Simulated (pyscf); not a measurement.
Four-centre exchange: H₂N–GaH₂ + hydrogen (H₂) → ammonia (NH₃) + gallane (GaH₃)

Gas phase, singlet surface, charge 0. Bonds broken: N1–Ga2, H3–H8. Bonds formed: N1–H3, Ga2–H8. Structures and frequencies: ωB97X-D3(BJ)/def2-SVP in PySCF.

Transition state (Å):

```xyz
8

N     -1.4636    -0.1709    -1.0523
Ga    -0.3280     0.4984     0.4156
H     -0.1316    -0.7026    -0.9956
H     -2.2477    -0.7864    -0.8447
H     -0.6161    -0.1810     1.7897
H      0.2870     1.9049     0.1402
H     -1.7138     0.4483    -1.8210
H      0.7440    -0.7205    -0.5386
```

One imaginary mode, 1367i cm⁻¹; descent along it reached the two sides named, in the forms told below.

| bond | change | reactant side (Å) | saddle | product side |
|---|---|---|---|---|
| N1–Ga2 | breaks | 1.814 | 1.973 | 2.166 |
| H3–H8 | breaks | 0.761 | 0.988 | 2.8 |
| N1–H3 | forms | 3.3 | 1.435 | 1.020 |
| Ga2–H8 | forms | 2.9 | 1.883 | 1.582 |

Electronic energies relative to the separated reactants (eV):

```csv
level,barrier,reaction energy,reverse barrier
ωB97X-D3(BJ)/def2-TZVP,0.99,+0.39,0.60
PBE/def2-TZVP,0.82,+0.38,0.45
r²SCAN/def2-TZVP,0.87,+0.43,0.44
B3LYP-D3(BJ)/def2-TZVP,0.99,+0.38,0.62
PBE0-D3(BJ)/def2-TZVP,0.85,+0.34,0.51
M06-2X/def2-TZVP,1.02,+0.54,0.48
ωB97M-D3(BJ)/def2-TZVP,1.00,+0.32,0.68
HF/def2-TZVP,1.45,+0.18,1.26
```

With ωB97M-D3(BJ)/def2-TZVP energies and thermal terms (ideal gas, 1 atm, RRHO with modes under 100 cm⁻¹ raised to 100, one conformer, R ln 2 for chiral ones without a mode under 150 cm⁻¹), in eV:

| T (K) | ΔH‡ | ΔG‡ | ΔH | ΔG |
|---|---|---|---|---|
| 298 | 1.04 | 1.40 | +0.43 | +0.37 |
| 600 | 0.99 | 1.78 | +0.37 | +0.34 |
| 900 | 0.98 | 2.18 | +0.33 | +0.33 |
| 1200 | 0.98 | 2.58 | +0.30 | +0.34 |

On the product side the descent ends in an adduct with a Ga–N contact, 1.08 eV under the separated species and 1.68 eV under the saddle at ωB97X-D3(BJ)/def2-TZVP. What is counted as broken (Ga–N) persists as a longer contact in the product adduct; parting that adduct is a step of its own. At the saddle there is also a short Ga–H contact that neither side keeps. This is the saddle that the search found; another between the same sides may lie lower. Elements up to Kr have no core potential and no relativistic terms here.
